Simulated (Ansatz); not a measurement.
System: formic acid, CH$_{2}$O$_{2}$ (charge 0, singlet). 
Coordinates optimised at B3LYP-D3(BJ)/def2-TZVP (Ansatz, a quantum-chemistry and plane-wave program):
```
C
O 1 1.1967
O 1 1.3439 2 125.18
H 3 0.9719 1 107.71 2 0.00
H 1 1.0974 2 125.25 3 -180.00
```
Charge 0, spin multiplicity 1.

Basis-set convergence of Hartree-Fock and MP2 correlation energies (hartree) with Ansatz. Valence correlation only, unless marked. Spin-orbit coupling is left out. Non-relativistic.

| basis | functions | E(HF) | E(corr, MP2) |
|---|---|---|---|
| cc-pVDZ | - | -188.78185 | -0.49887 |
| cc-pVTZ | 118 | -188.84121 | -0.62975 |
| cc-pVQZ | 225 | -188.85603 | -0.67758 |

Extrapolating the two largest sets (X = 3 and 4) as X^-3: E(corr) = (64·(-0.67758) - 27·(-0.62975))/37 = -0.7125 Eh, an estimate of the basis-set limit. The largest set recovers 95.1 % of it, the smallest 70.0 %.
